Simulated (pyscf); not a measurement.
F–Si(F)(O–SiH₃)–O–SiH₃ (SMILES F[Si](F)(O[SiH3])O[SiH3]) + H₂O (SMILES O) → HO–Si(F)(O–SiH₃)–O–SiH₃ (SMILES O[Si](F)(O[SiH3])O[SiH3]) + HF (SMILES F), a four-centre exchange (singlet surface; F–Si, H–O broken, O–Si, F–H formed). Single points on ωB97X-D3(BJ)/def2-SVP structures (PySCF, gas phase). Energies in kcal/mol from the separated reactants.

Small-basis levels: PySCF, no dispersion term, spherical d functions. 

In single points HF/3-21G puts the saddle at 6.7 kcal/mol and the reaction energy at +11.7 kcal/mol. Should these be trusted to within a few kcal/mol? Compare with ωB97M-D3(BJ)/def2-TZVP.

ωB97M-D3(BJ)/def2-TZVP gives ΔE‡ = 21.8 kcal/mol and ΔE = +9.0 kcal/mol. HF/3-21G lies 15.1 kcal/mol under it in the barrier and 2.7 kcal/mol over it in the reaction energy, so on this step it does not hold to within 3.0 kcal/mol. At HF/3-21G this geometry lies under one side, so its ΔE‡ may be no barrier of that level. ωB97M-D3(BJ)/def2-TZVP has limits of its own. On the product side the descent ends in a bound adduct, 8.9 kcal/mol under the separated species and 22.2 kcal/mol under the saddle at ωB97X-D3(BJ)/def2-TZVP. This is the saddle that the search found; another between the same sides may lie lower.
